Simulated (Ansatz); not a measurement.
# C3HFS: the cost of one run

Program: Ansatz 0.2.0. Level of theory: UKS B3LYP-D4/def2-SVP. These are calculated values, not measurements.

## (1) The system as given

Bond lengths: F1–C2 1.412 Å, C2–C3 1.280 Å, C3–C4 1.204 Å, C2–S5 2.015 Å, C4–S5 1.956 Å, C4–H6 1.159 Å. Angles: F1–C2–C3 136.4°, F1–C2–S5 125.6°, C3–C2–S5 69.9°, C2–C3–C4 143.7°, C3–C4–S5 73.3°, C3–C4–H6 134.7°, S5–C4–H6 124.3°, C2–S5–C4 72.9°.

Coordinates:

```xyz
6

F     2.0237   -0.9966   -0.9681
C     0.8462   -0.2351   -0.8007
C    -0.2898   -0.3986   -0.2342
C    -0.9996    0.0055    0.6499
S     0.5585    1.1873    0.5968
H    -2.0969    0.3734    0.7102
```

## (2) End point A

input.yaml reads:

```yaml
crystal:
  periodic: [false, false, false]
  atoms:
    - { symbol: F, position_ang: [2.0237, -0.9966, -0.9681] }
    - { symbol: C, position_ang: [0.8462, -0.2351, -0.8007] }
    - { symbol: C, position_ang: [-0.2898, -0.3986, -0.2342] }
    - { symbol: C, position_ang: [-0.9996, 0.0055, 0.6499] }
    - { symbol: S, position_ang: [0.5585, 1.1873, 0.5968] }
    - { symbol: H, position_ang: [-2.0969, 0.3734, 0.7102] }
magnetization:
  spin_polarized: true
basis:
  gaussian: { orbitals: def2-SVP }
hamiltonian:
  xc: b3lyp
  dispersion: d4
relax:
  f_tol: 0.02
  max_steps: 50
output:
  orbitals: {}
```

Command:

```sh
$ ansatz run input.yaml --threads 2 --pin off --max-ram 3072MiB --backend cpu --events-out ev --progress --plain --runs-dir out
```

What time and memory should one allow on 2 threads of AMD EPYC 9R45 (Zen 5), shared host?

About 35 s, with a peak of 0.23 GiB.
